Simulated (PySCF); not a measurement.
**Where the electron goes**

Compound: PH₄ (charge +1).
Numbering: `[PH4+:1]` (hydrogens: H2, H3, H4, H5 on P1)

Geometry (GFN2-xTB, Å), atoms numbered from 1 in this order:
```
atom  x, y, z in Å
P1     0.0019    0.0008   -0.0037
H2    -0.7359   -0.8623   -0.7788
H3     0.3355   -0.6170    1.1783
H4    -0.7415    1.1266    0.2614
H5     1.1487    0.3548   -0.6744
```

Theory: PySCF 2.14.0, density-fitted response routines, TDDFT B3LYP/def2-SVPD, vertical, gas phase, core orbitals frozen in the response.

Kohn–Sham orbitals with the atoms that hold most of them (Löwdin shares over 4%, at most four atoms):

```
orbital  ε (eV)                           atoms
 LUMO+2   -6.11  P1 57%, H5 13%, H4 11%, H2 11%
 LUMO+1   -6.11  P1 57%, H3 12%, H4 12%, H5 10%
   LUMO   -6.11  P1 57%, H2 12%, H3 11%, H4 10%
   HOMO  -19.11   P1 49%, H2 19%, H3 17%, H4 8%
 HOMO-1  -19.11   P1 49%, H4 19%, H3 17%, H2 8%
 HOMO-2  -19.12  P1 49%, H5 24%, H4 12%, H2 11%
 HOMO-3  -26.44  P1 46%, H3 14%, H2 14%, H4 14%
```

Within 0.005 eV of a neighbour in this list lie HOMO-2/HOMO-1/HOMO and LUMO/LUMO+1/LUMO+2 (point group found: Td); within a degenerate set the shares of single atoms can hang on how the components are chosen.

Q: The HOMO–LUMO gap is 13.00 eV. Where does the response calculation put the lowest singlet, and from which orbitals?

A: S1 is at 11.41 eV (f = 0.0000), 1.58 eV below the gap, made of HOMO-2/HOMO-1/HOMO→LUMO/LUMO+1/LUMO+2 (99%). S1/S2/S3 lie within about 0.01 eV of each other. Without the coupling terms of the response equations the lowest excitation would equal the gap.

Next come S2 at 11.42 eV (f 0.0000), HOMO-2/HOMO-1/HOMO→LUMO/LUMO+1/LUMO+2 (99%); S3 at 11.42 eV (f 0.0000), HOMO-2/HOMO-1/HOMO→LUMO/LUMO+1/LUMO+2 (99%); S4 at 11.68 eV (f 0.0000), HOMO-2/HOMO-1/HOMO→LUMO/LUMO+1/LUMO+2 (≥88%); S5 at 11.68 eV (f 0.0000), HOMO-2/HOMO-1/HOMO→LUMO/LUMO+1/LUMO+2 (≥66%).

Orbitals of the list HOMO-3 to LUMO+2 that lie within 0.01 eV of each other are written together with a slash and their weights summed (≥ marks a lower bound); for degenerate orbitals outside that list single weights are arbitrary.

On one thread, x86-64 server, on a shared host, this took 1.0 s wall.
